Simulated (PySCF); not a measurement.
Compound: cis-1,2-difluoroethene, C₂H₂F₂.
Geometry (GFN2-xTB, Å), atoms numbered from 1 in this order:
```
atom  x, y, z in Å
F1    -1.384    1.051    0.165
C2    -0.647   -0.061    0.136
C3     0.649   -0.075   -0.120
F4     1.365    1.022   -0.378
H5    -1.215   -0.955    0.342
H6     1.235   -0.980   -0.141
```

Computed, not measured: PySCF, TDDFT wB97X-D/def2-SVPD, vertical, gas phase, core orbitals frozen in the response.

Kohn–Sham orbitals with the atoms that hold most of them (Löwdin shares over 4%, at most four atoms; ? is withheld):

| orbital | ε (eV) | atoms |
| --- | --- | --- |
| LUMO+2 | 3.25 | H5 18%, H6 18%, F4 17%, F1 17% |
| LUMO+1 | 2.16 | C2 33%, C3 33%, H5 8%, H6 8% |
| LUMO | ? | ? |
| HOMO | -9.69 | C3 33%, C2 33%, F1 15%, F4 15% |
| HOMO-1 | -12.97 | ? |
| HOMO-2 | -13.81 | F1 35%, F4 35%, C2 9%, C3 9% |
| HOMO-3 | -15.19 | F4 44%, F1 44%, C3 6%, C2 6% |

(1) Give the leading atoms of the LUMO.

(2) Which atoms hold the HOMO-1, and with what shares?

(3) What is the LUMO energy, and the HOMO–LUMO gap?

Results:

(1) C2 (bonded to C, F and H) 35%; C3 (bonded to C, F and H) 35%; F4 (bonded to C) 9%; F1 (bonded to C) 9%. By element: carbon 70%, fluorine 18%.

(2) F4 (bonded to C) 29%; F1 (bonded to C) 29%; C3 (bonded to C, F and H) 15%; C2 (bonded to C, F and H) 15%. By element: fluorine 58%, carbon 29%.

(3) ε(LUMO) = 2.12 eV; the gap is 11.81 eV (0.4341 hartree).

**Question.** How does S1 compare with the orbital gap of 11.81 eV?

**Answer.** S1 is at 6.87 eV (f = 0.025), 4.94 eV below the gap, made of HOMO→LUMO+1 (87%). Its leading pair isn't HOMO and LUMO; the energies of that pair differ by 11.85 eV. 

**Question.** One configuration dominates each of S1, S2, S5 and S8. Which, and how do the shares of the two leading atoms of either orbital change from the occupied to the empty one?

**Answer.** 
- S1 (6.87 eV, f 0.025), HOMO→LUMO+1 (87%): C3 33% → 33%, C2 33% → 33%
- S2 (7.94 eV, f 0.361), HOMO→LUMO (96%): C3 33% → 35%, C2 33% → 35%
- S5 (9.27 eV, f 0.0000), HOMO-1→LUMO (98%): F4 29% → 9%, F1 29% → 9%, C2 15% → 35%, C3 15% → 35%
- S8 (10.19 eV, f 0.0000), HOMO-1→LUMO+1 (70%): F4 29% → at most 9%, F1 29% → at most 9%, C2 15% → 33%, C3 15% → 33%

Löwdin shares depend on the basis, the more so with diffuse functions.
